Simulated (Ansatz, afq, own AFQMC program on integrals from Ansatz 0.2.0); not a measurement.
Integrals from Ansatz 0.2.0, then the random walk in our own AFQMC program (afq).

```yaml
crystal:
  periodic: [false, false, false]
  atoms:
    - {symbol: Al, position_ang: [-0.120392, 0.000295, -0.266997]}
    - {symbol: H, position_ang: [0.902381, 0.003623, 3.993387]}
    - {symbol: H, position_ang: [-0.637619, -0.017911, 3.934298]}
    - {symbol: H, position_ang: [1.474669, 2.781836, -0.379671]}
    - {symbol: H, position_ang: [1.483338, -2.775440, -0.400773]}
basis:
  gaussian: {orbitals: 6-31G}
magnetization: {spin_polarized: false, initial_magnetization: 1}
correlation: {method: ccsd_t, electrons: outside_noble_gas, hamiltonian_folder: ham}
```

```sh
$ ansatz run in.yaml --threads 1 --pin off --events-out ev --progress --plain --max-ram 16896MiB --backend cuda --devices 0, --max-vram 18GiB
```

Options of the walk:

```
--method phaseless --trial cisd --walkers 80 --populations 1 --least-time 40 --time-step 0.005 --steps-per-block 5 --equilibration-blocks 240 --max-blocks 1600 --target-error 0.00128 --factor-cut 1e-05 --start spin_pure --seed 2996 --taylor-order 6
```

Times are imaginary, in 1/Eh. The walk had a cap of 60 s.

afq prints:

```
orbitals 16  electrons 4 3  factors 74 of 270
reference energy -243.77062861 Eh
CCSD correlation -0.17914068 Eh in 27 cycles, weight of the determinant in the CISD state 0.6386
energy of the start -243.949771 Eh
 block  time / (1/Eh)  mean weight  energy / Eh
     1     0.025  0.9992  -243.949288
     2     0.050  0.9994  -243.948882
     3     0.075  1.0003  -243.948589
     4     0.100  0.9998  -243.948194
     5     0.125  1.0003  -243.947873
    10     0.250  0.9995  -243.946125
   181     4.525  1.0004  -243.948449
   361     9.025  1.0005  -243.944751
   505    12.625  1.0034  -243.995780
   541    13.525  1.0003  -243.948508
   721    18.025  0.9996  -243.947238
   901    22.525  1.0008  -243.940547
  1081    27.025  0.9993  -243.953089
  1261    31.525  0.9994  -243.949852
  1441    36.025  1.0002  -243.955821
blocks merged  error / Eh  count
     1  0.000141  1213
     2  0.000189  606
     4  0.000253  303
     8  0.000342  151
    16  0.000465  75
    32  0.000599  37
    64  0.000714  18
   128  0.000863  9
energy -243.948500 +/- 0.000714 Eh
(rows thinned)
```

The time cap ended the run before it passed its tests.

Against this walk (error 19.4 meV) on the same determinant: CCSD(T) 141.8 meV lower, CCSDT(Q) 194.9 meV lower, CCSDTQ 194.8 meV lower, full CI 194.6 meV lower, a separate phaseless walk with a CISD trial and standard settings 13.8 ± 21.0 meV higher (within the noise). The error is statistical and leaves out the bias of the constraint. Full CI is exact here, so the walk's 195 meV above it is the walk's own error: the bias of the constraint with this trial, or a walk that hasn't relaxed. The determinant is a poor start (see the cautions), so the low cluster orders aren't to be relied on, and full CI is the sure value.

Cautions: constraint bias not in the error; error not settled; a spin-contaminated unrestricted determinant lies lower (UHF 2.83 eV lower, ⟨S²⟩ 2.18); the search met a lower determinant of the same kind, perhaps of another symmetry (1.09 eV lower), and this one is a saddle point; strong correlation (T1 0.104, weight of the determinant 0.64, largest double 0.27); the CCSD(T) amplitudes may be one of several solutions (largest double 0.27); the CCSDT(Q) amplitudes may be one of several solutions (largest double 0.29); the CCSDTQ amplitudes may be one of several solutions (largest double 0.29); the bias of populations of 80 walkers isn't removed; the sampling time fell short of the least asked.

The walk took 60 s on 1 × NVIDIA H100 80GB HBM3 with 2 threads of AMD EPYC 7R13 Processor (Zen 3), with other jobs on the host (the card was shared). The log's last line is the phaseless energy.

CCSDT and higher add their correlation energy to the determinant of the CCSD(T) run, since their own runs factorise the integrals more tightly (a shift of under 2 meV).
